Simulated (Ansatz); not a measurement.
We consider hcp Hf, described by revPBE in Ansatz (PAW).

Settings: plane-wave cutoff 520 eV, 18×18×12 k mesh (along the axes of the cell as run), Fermi–Dirac smearing 0.05 eV, scalar-relativistic PAW data made under PBE.

Response to compression and expansion:

Shape and atoms are relaxed at each volume.

| V (Å³/atom) | P (GPa) | c (Å) | a (Å) |
|---|---|---|---|
| 22.055 | 4.51 | 5.035 | 3.181 |
| 22.514 | 2.15 | 5.067 | 3.203 |
| 22.974 | -0.01 | 5.099 | 3.226 |
| 23.433 | -1.98 | 5.130 | 3.248 |
| 23.893 | -3.79 | 5.162 | 3.270 |

Note: the bulk modulus comes from volumes at which shape and atoms were relaxed.

Ansatz is a first-principles code.
